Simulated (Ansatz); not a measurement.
# AlH5O (Al(H2O)H3) at 6 levels

We compute a comparison of 6 runs (B3LYP/STO-3G, BHLYP/STO-3G, HSE06/STO-3G, wB97M-V/STO-3G, RPA@PBE/STO-3G, UCCSD(T)/STO-3G) of AlH5O (Al(H2O)H3). 

The results are computed with Ansatz 0.2.0.

53 further runs of the same task are left out: 1 that didn't finish, 52 set aside as unsound or not needed.

### Step 1. The molecule

AlH5O has 7 atoms, charge 0, and is taken as a singlet. SMILES: `[H][Al]([H])([H])<-[OH2]`. The H5–Al1 distance was set to 3.931 Å, away from the relaxed value. At this shape a bond of the SMILES string is far longer than usual.

Bond lengths: Al1–O2 1.891 Å, O2–H3 0.965 Å, O2–H4 0.964 Å, Al1–H6 1.570 Å, Al1–H7 1.574 Å. Angles: Al1–O2–H3 124.8°, Al1–O2–H4 123.3°, O2–Al1–H6 100.8°, O2–Al1–H7 95.1°, H3–O2–H4 111.4°, H6–Al1–H7 117.8°.

### Step 2. The energy at B3LYP/STO-3G (run 1)

File input.yaml:

```yaml
crystal:
  periodic: [false, false, false]
  atoms:
    - {symbol: Al, position_ang: [-2.315351, -0.098110, -0.727417]}
    - {symbol: O, position_ang: [-2.378461, 0.003310, 1.159643]}
    - {symbol: H, position_ang: [-3.088221, -0.354270, 1.706413]}
    - {symbol: H, position_ang: [-1.765561, 0.533380, 1.681873]}
    - {symbol: H, position_ang: [1.607200, -0.040110, -0.978390]}
    - {symbol: H, position_ang: [-3.089261, 1.210980, -1.118947]}
    - {symbol: H, position_ang: [-3.091471, -1.463980, -0.819677]}
basis:
  gaussian: {orbitals: STO-3G}
total_charge: 0
hamiltonian: {xc: {name: B3LYP}}
accuracy: high
```

Run with:

```bash
$ ansatz run input.yaml --threads 1 --pin off --max-ram 2610MiB --events-out events.jsonl --progress --plain --runs-dir runs
```

The program printed:

```text
Warning: RAYON_NUM_THREADS=1 ignored (pool sized by the plan → 1); use --threads N
Functional definition: B3LYP
  name "B3LYP"
  parameter a0 = 0.2
  parameter ax = 0.72
  parameter ac = 0.81
  exchange = (1 - a0 - ax)*slater_x + ax*b88_x + a0*exact_x
  correlation = (1 - ac)*vwn_rpa_c + ac*lyp_c
329 factors; integrals over basis functions are off by at most 5.1e-9 eV
mean field evaluation 1: about -8603.2631 eV, gradient 2.1e1 eV
mean field evaluation 2: about -8590.1140 eV, gradient 2.8e1 eV
mean field evaluation 4: about -8593.5717 eV, gradient 1.7e1 eV
mean field evaluation 8: about -8605.7604 eV, gradient 1.2e1 eV
mean field evaluation 16: about -8609.1835 eV, gradient 3.3e-7 eV
mean field -8609.18347975 eV, -316.3816573668 hartree, gradient 9.7e-9 eV, S^2 0.000000; 0 other end points of the search recorded, 0 dependent functions left out
reference -8609.18351483 eV, -316.3816586558 hartree; 13, 13 occupied and 6, 6 virtual orbitals, 329 factors
Total energy: -8609.18351483 eV, -316.3816586558 hartree
```

Wall time 1.3 s (1 thread of Arm Neoverse V2, shared host); peak memory 0.099 GiB.

### Step 3. The energy at BHLYP/STO-3G (run 2)

File job.yaml:

```yaml
crystal:
  periodic: [false, false, false]
  atoms:
    - symbol: Al
      position_ang: [-2.315351, -0.098110, -0.727417]
    - symbol: O
      position_ang: [-2.378461, 0.003310, 1.159643]
    - symbol: H
      position_ang: [-3.088221, -0.354270, 1.706413]
    - symbol: H
      position_ang: [-1.765561, 0.533380, 1.681873]
    - symbol: H
      position_ang: [1.607200, -0.040110, -0.978390]
    - symbol: H
      position_ang: [-3.089261, 1.210980, -1.118947]
    - symbol: H
      position_ang: [-3.091471, -1.463980, -0.819677]
basis:
  gaussian: {orbitals: STO-3G}
hamiltonian: {xc: {name: BHLYP}}
accuracy: high
```

Run with:

```bash
$ ansatz run job.yaml --threads 1 --pin off --max-ram 2610MiB --events-out events.jsonl --progress --plain --runs-dir runs
```

The program printed:

```text
Warning: RAYON_NUM_THREADS=1 ignored (pool sized by the plan → 1); use --threads N
Functional definition: BHLYP
  name "BHLYP"
  parameter a = 0.5
  exchange = (1 - a)*b88_x + a*exact_x
  correlation = lyp_c
329 factors; integrals over basis functions are off by at most 5.1e-9 eV
mean field evaluation 1: about -8602.7806 eV, gradient 1.6e1 eV
mean field evaluation 2: about -8590.2215 eV, gradient 2.2e1 eV
mean field evaluation 4: about -8602.8000 eV, gradient 2.4e1 eV
mean field evaluation 8: about -8607.1480 eV, gradient 8.7e-2 eV
mean field evaluation 16: about -8607.1460 eV, gradient 1.6e-6 eV
mean field -8607.14602002 eV, -316.3067821026 hartree, gradient 1.1e-8 eV, S^2 0.000000; 0 other end points of the search recorded, 0 dependent functions left out
reference -8607.14604419 eV, -316.3067829910 hartree; 13, 13 occupied and 6, 6 virtual orbitals, 329 factors
Total energy: -8607.14604419 eV, -316.3067829910 hartree
```

It took 1.1 s on 1 thread of Arm Neoverse V2, shared host; peak memory 0.099 GiB.

Run 3 isn't shown in full; the table further down has it.

### Step 4. A single-point energy at wB97M-V/STO-3G (run 4)

Edit input.yaml of step 2 so:

```diff
@@ -1 +1,3 @@
+basis:
+  gaussian: {orbitals: STO-3G}
 crystal:
@@ -10,6 +12,3 @@
     - {symbol: H, position_ang: [-3.091471, -1.463980, -0.819677]}
-basis:
-  gaussian: {orbitals: STO-3G}
-total_charge: 0
-hamiltonian: {xc: {name: B3LYP}}
 accuracy: high
+hamiltonian: {xc: {name: wB97M-V}}
```

Run with:

```bash
$ ansatz run input.yaml --threads 1 --pin off --max-ram 2610MiB --events-out events.jsonl --progress --plain --runs-dir runs
```

The program printed, shortened:

```text
Warning: RAYON_NUM_THREADS=1 ignored (pool sized by the plan → 1); use --threads N
Functional definition: wB97M-V
  name "wB97M-V"
[...]
  gx(w, u) = 1 - cx + cx01*u + cx10*w
  gss(w, u) = css00 + css04*u^4 + css10*w + css20*w^2 + css43*w^4*u^3
  gos(w, u) = cos00 + cos10*w + (cos20 + cos21*u)*w^2 + (cos60 + cos61*u)*w^6
[...]
      + integral(e_c_pw_mod_opposite_spin*gos(b97_w_opposite, b97_u_opposite)) + vv10(b, c)
329 factors; integrals over basis functions are off by at most 5.1e-9 eV
157 factors; integrals over basis functions are off by at most 1.2e-9 eV
[...]
mean field -8608.07170321 eV, -316.3408003324 hartree, gradient 5.3e-8 eV, S^2 0.000000; 0 other end points of the search recorded, 0 dependent functions left out
reference -8608.07170649 eV, -316.3408004530 hartree; 13, 13 occupied and 6, 6 virtual orbitals, 329 factors
Total energy: -8608.07170649 eV, -316.3408004530 hartree
```

It took 17 s on 1 thread of Arm Neoverse V2, shared host; peak memory 0.3 GiB.

Run 5 isn't shown in full; the table further down has it.

### Step 5. A single-point energy at UCCSD(T)/STO-3G (run 6)

File run.yaml:

```yaml
basis:
  gaussian:
    orbitals: STO-3G
crystal:
  periodic: [false, false, false]
  atoms:
    - {symbol: Al, position_ang: [-2.315351, -0.098110, -0.727417]}
    - {symbol: O, position_ang: [-2.378461, 0.003310, 1.159643]}
    - {symbol: H, position_ang: [-3.088221, -0.354270, 1.706413]}
    - {symbol: H, position_ang: [-1.765561, 0.533380, 1.681873]}
    - {symbol: H, position_ang: [1.607200, -0.040110, -0.978390]}
    - {symbol: H, position_ang: [-3.089261, 1.210980, -1.118947]}
    - {symbol: H, position_ang: [-3.091471, -1.463980, -0.819677]}
magnetization:
  spin_polarized: true
  initial_magnetization: 0
correlation:
  method: ccsd_t
  frozen_orbitals: {Al: 5, H: 0, O: 1}
accuracy: high
scf:
  omitted_lower_state_checks: [cluster_reference, increment]
```

Run with:

```bash
$ ansatz run run.yaml --threads 1 --pin off --max-ram 2610MiB --events-out events.jsonl --progress --plain --runs-dir runs
```

The program printed:

```text
Warning: RAYON_NUM_THREADS=1 ignored (pool sized by the plan → 1); use --threads N
[... 13 lines left out ...]
6 core orbitals not correlated: weight in the atoms' cores, before any rotation towards them, 0.999 or more for the frozen orbitals, at most 0.000 for the correlated occupied ones
[... 32 lines left out ...]
Total energy: -8588.71384143 eV, -315.6294120332 hartree
Checks for a lower state left out: cluster_reference, increment
```

Run time: 0.24 s. Hardware: 1 thread of Arm Neoverse V2, shared host.

### Step 6. Overview of the runs

| run | level | frozen core orbitals | energy (Eh) | wall time |
| --- | --- | --- | --- | --- |
| 1 | B3LYP/STO-3G | – | -316.381659 | 1.3 s |
| 2 | BHLYP/STO-3G | – | -316.306783 | 1.1 s |
| 3 | HSE06/STO-3G | – | -316.161914 | 1.5 s |
| 4 | wB97M-V/STO-3G | – | -316.340800 | 17 s |
| 5 | RPA@PBE/STO-3G | 6 | -315.673567 | 2.7 s |
| 6 | UCCSD(T)/STO-3G | 6 | -315.629412 | 0.24 s |

### Step 7. Results

```
                                          quantity          value
                               run 6: total energy  -315.62941 Eh
run 6: correlation energy (6 core orbitals frozen)      -87.7 mEh
                             run 6: (T) correction      -0.67 mEh
          run 6: ⟨S²⟩ of the reference determinant          0.999
                              run 6: T1 diagnostic          0.007
```

In words: Totals of different functionals can't be ranked against each other. In run 5 the log says that unrestricted orbitals would lower the reference, so the values rest on an unstable closed-shell determinant (other closed-shell runs at this shape may share the fault). In runs 1, 2, 3, 4, 5, 6 the basis is minimal, so the values are rough. Spin contamination of the reference: run 6 ⟨S²⟩ = 1.00. Where it is this large, the reference is a mixture of spin states, and values that rest on it are in doubt. All runs together took 23 s, the longest 17 s.
